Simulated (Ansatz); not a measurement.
# diamond against fcc along the 5d metals

The calculation used Ansatz, DFT, BLYP, plane waves (420 eV) with PAW, scalar-relativistic. (PAW data from PBE, frozen cores regenerated.)

Each structure is relaxed within its symmetry, in the lowest magnetic state of the tried starts. Differences under about 8 meV lie within the error of the k-point mesh.

```
element  E(diamond) − E(fcc) (meV/atom)  V(diamond) (Å³/atom)  V(fcc) (Å³/atom)   state of diamond       state of fcc
     Lu                            1586                 55.22             29.69  spin not included  spin not included
     Hf                            2136                 37.42             23.17  spin not included  spin not included
     Ta                               ?                     ?                 ?                  ?                  ?
      W                            1554                 25.87             17.02  spin not included  spin not included
     Re                             952                 23.45             15.59  spin not included  spin not included
     Os                             589                 22.32             14.98  spin not included  spin not included
     Ir                             520                 22.64             15.26  spin not included  spin not included
     Pt                             643                 25.57             16.65  spin not included  spin not included
     Au                             345                 31.38             19.46  spin not included  spin not included
```

(1) Fill in the row of Ta.

Answers

(1) E(diamond) − E(fcc) (meV/atom): 2078; V(diamond) (Å³/atom): 29.87; V(fcc) (Å³/atom): 19.39; state of diamond: spin not included; state of fcc: spin not included.
